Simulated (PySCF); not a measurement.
# doublet [C2H2F4]+: levels of theory compared

Aim: a comparison of 4 runs (UB3LYP/6-31G*, U-wB97M-V/cc-pVDZ, UBHLYP/cc-pVDZ, UM06-2X/cc-pVDZ) of doublet [C2H2F4]+. Input form: a Python script.

The results are computed with PySCF 2.14.0.

1 further run of the same task is left out (set aside as unsound or not needed).

### Step 1. The structure to begin with

The species is [C2H2F4]+ (8 atoms), meant as a doublet with charge +1. As SMILES of the parent species, `FCC(F)(F)F`. The shape is that of a PBE0-D4/def2-TZVP optimisation. That shape belongs to the parent species and isn't relaxed for this state.

Bond lengths: F1–C2 1.364 Å, C2–C3 1.514 Å, C3–F4 1.332 Å, C3–F5 1.339 Å, C3–F6 1.332 Å, C2–H7 1.092 Å, C2–H8 1.092 Å. Some angles: F1–C2–C3 109.8°, C2–C3–F4 111.9°, C2–C3–F5 108.9°, C2–C3–F6 111.9°, F4–C3–F5 108.1°, F4–C3–F6 107.9°, F5–C3–F6 108.1°, F1–C2–H7 109.7°, F1–C2–H8 109.7°, C3–C2–H7 108.6°.

### Step 2. The energy at UB3LYP/6-31G(d) (spherical functions) (run 1)

job.py reads:

```python
from pyscf import gto, dft

molecule = gto.M(
    atom='''
F     -0.224600    -1.506500     0.915200
C     -0.211200    -0.737800    -0.211700
C      0.211200     0.674300     0.135500
F      1.434400     0.711300     0.662400
F      0.217100     1.411800    -0.982100
F     -0.624600     1.243600     1.002900
H      0.502000    -1.148600    -0.930100
H     -1.212300    -0.705100    -0.647900
''',
    charge=1,
    verbose=3,
    spin=1,
    max_memory=1860,
    basis='6-31g*',
)

ks = dft.UKS(molecule, xc='b3lyp')
ks.grids.level = 5
ks.conv_tol = 1e-10
ks.kernel()
if not ks.converged:
    ks = ks.newton().run(ks.mo_coeff, ks.mo_occ)

e_tot = ks.e_tot
print('E(%s) = %.9f' % ('B3LYP', e_tot))
```

Launch:

```sh
$ OMP_NUM_THREADS=1 python job.py
```

Standard output:

```text
WARN: HOMO -0.371887131251196 >= LUMO -0.371887131251195

converged SCF energy = -476.301276337508  <S^2> = 0.75269088  2S+1 = 2.0026891
E(B3LYP) = -476.301276338
```

It took 45 s on 1 thread of Arm Neoverse V2, shared host; peak memory 0.47 GiB.

### Step 3. A single-point energy at U-wB97M-V/cc-pVDZ (run 2)

run.py reads:

```python
from pyscf import gto, dft

mol = gto.M(
    atom='''
F     -0.224600    -1.506500     0.915200
C     -0.211200    -0.737800    -0.211700
C      0.211200     0.674300     0.135500
F      1.434400     0.711300     0.662400
F      0.217100     1.411800    -0.982100
F     -0.624600     1.243600     1.002900
H      0.502000    -1.148600    -0.930100
H     -1.212300    -0.705100    -0.647900
''',
    basis='cc-pvdz',
    verbose=3,
    max_memory=1860,
    spin=1,
    charge=1,
)

myscf = dft.UKS(mol)
myscf.xc = 'wb97m-v'
myscf.grids.level = 5
myscf.nlcgrids.level = 1
myscf.conv_tol = 1e-10
myscf.kernel()
if not myscf.converged:
    myscf = myscf.newton().run(myscf.mo_coeff, myscf.mo_occ)

e_final = myscf.e_tot
print(f'total energy: {e_final:.8f} hartree')
```

Launch:

```sh
$ OMP_NUM_THREADS=1 python run.py
```

Standard output:

```text
WARN: HOMO -0.360461346660815 >= LUMO -0.360461346660817

converged SCF energy = -476.207685817451  <S^2> = 0.75342354  2S+1 = 2.0034206
total energy: -476.20768582 hartree
```

Wall time 3.7 min (1 thread of Arm Neoverse V2, shared host); peak memory 0.56 GiB.

Run 3 isn't shown in full; the table further down has it.

### Step 4. A single-point energy at UM06-2X/cc-pVDZ (run 4)

calc.py reads:

```python
from pyscf import gto, dft

system = gto.M(
    atom='''
F   -0.224600  -1.506500   0.915200
C   -0.211200  -0.737800  -0.211700
C    0.211200   0.674300   0.135500
F    1.434400   0.711300   0.662400
F    0.217100   1.411800  -0.982100
F   -0.624600   1.243600   1.002900
H    0.502000  -1.148600  -0.930100
H   -1.212300  -0.705100  -0.647900
''',
    charge=1,
    basis='cc-pvdz',
    max_memory=1860,
    verbose=3,
    spin=1,
)

mf = dft.UKS(system, xc='m06-2x')
mf.grids.level = 5
mf.conv_tol = 1e-10
mf.kernel()
if not mf.converged:
    mf = mf.newton().run(mf.mo_coeff, mf.mo_occ)

e_tot = mf.e_tot
print('E = %.10f Eh' % e_tot)
```

Launch:

```sh
$ OMP_NUM_THREADS=1 python calc.py
```

Standard output:

```text
WARN: HOMO -0.371507438291168 >= LUMO -0.371507438291167

converged SCF energy = -476.165388440396  <S^2> = 0.75532954  2S+1 = 2.0053225
E = -476.1653884404 Eh
```

Wall time 2.1 min (1 thread of Arm Neoverse V2, shared host); peak memory 0.56 GiB.

### Step 5. The series

| run | level | nlc grid | energy (Eh) | HOMO energy (eV) | LUMO energy (eV) | ⟨S²⟩ | wall time |
| --- | --- | --- | --- | --- | --- | --- | --- |
| 1 | UB3LYP/6-31G* (spherical functions) | – | -476.301276 | -17.87 | -15.56 | 0.753 | 45 s |
| 2 | U-wB97M-V/cc-pVDZ | 1 | -476.207686 | -20.76 | -13.47 | 0.753 | 3.7 min |
| 3 | UBHLYP/cc-pVDZ | – | -476.123114 | -20.36 | -14.89 | 0.757 | 60 s |
| 4 | UM06-2X/cc-pVDZ | – | -476.165388 | -20.16 | -14.81 | 0.755 | 2.1 min |

### Step 6. Outcome

| quantity | value |
| --- | --- |
| run 4: total energy | -476.16539 Eh |
| run 4: HOMO energy (highest over α and β) | -20.16 eV |
| run 4: LUMO energy (lowest over α and β) | -14.81 eV |
| run 4: ⟨S²⟩ | 0.755 |

Totals of different functionals can't be ranked against each other. All runs together took 7.5 min, the longest 3.7 min.
